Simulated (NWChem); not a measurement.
# Correlation energy of S (+1)

```xyz
1

S      0.0000     0.0000     0.0000
```
Charge +1, spin multiplicity 4.

Program: NWChem.

Basis set: def2-TZVP. Each correlation energy counts from its own Hartree-Fock reference.

The correlated methods keep 5 core orbitals frozen. No SCF solution was tested for a lower state. Open-shell Hartree-Fock references start from PBE0 orbitals. No row is a measurement; the coupled-cluster row has its own basis-set and correlation limits.

Order these methods by the correlation energy they give, lowest first: CCSDT on ROHF, CCSD on ROHF, CCSD(T) on UHF, UMP2, SCS-UMP2.

CCSDT on ROHF (-112.3 mHa), CCSD(T) on UHF (-111.2 mHa), CCSD on ROHF (-108.0 mHa), UMP2 (-87.6 mHa), SCS-UMP2 (-84.6 mHa)
